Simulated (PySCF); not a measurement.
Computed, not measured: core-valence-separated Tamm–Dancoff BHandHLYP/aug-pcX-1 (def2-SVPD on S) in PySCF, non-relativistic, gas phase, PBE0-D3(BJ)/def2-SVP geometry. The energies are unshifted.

Main lines of an unknown, eV (oscillator strength): F K: 682.0 (0.077), 686.3 (0.011), 687.5 (0.008). Listed: the first five lines at most of each edge with a tenth or more of its strongest line's intensity; roots within 0.03 eV on the same or equivalent atoms are summed. Only the lowest roots were sought, and the top ones are left out.

Question: Which candidate gives them?
A. `FS(F)=S` (thio-thionyl fluoride)
B. `FSSF` (difluorodisulfane)

Answer: B. 

- `FSSF`: F K: 682.0 (0.077), 686.3 (0.011), 687.5 (0.008). First F line listed at 682.0 eV, hole on the sulfur-bound fluorine.
- `FS(F)=S`: F K: 682.6 (0.075), 685.2 (0.018), 687.3 (0.012). First F line listed at 682.6 eV, hole on the sulfur-bound fluorine.

One conformer each; other structures than these candidates weren't tested.

The values belong to the conformer `[F:1][S:2][S:3][F:4]`: F1–S2–S3–F4 -89°.
